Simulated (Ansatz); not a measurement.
fcc Ni, treated with PBEsol (Ansatz, a first-principles code, PAW).

A relaxed, unreconstructed slab of the (110) face has 12 atoms, two equal faces of 8.489 Å² each and an energy of -69656.7949 eV. A bulk cell of 2 atoms with the same orientation and in-plane k mesh has -11609.9507 eV. Energies are extrapolated to zero smearing.

Settings: plane-wave cutoff 500 eV, 16×22×1 k mesh (along the axes of the cell as run), Fermi–Dirac smearing 0.1 eV, spin-polarised with parallel moments, scalar-relativistic PAW data made under PBE.

Worked out: γ = (E_slab − N E_bulk per atom)/2A = [-69656.7949 − 12 × (-11609.9507/2)]/(2 × 8.489) = 0.1714 eV/Å². With 16.022 J/m² per eV/Å² this is 2.75 J/m², or 1.45 eV per surface cell and face.

Note: a magnet's gap depends somewhat on the PAW data.
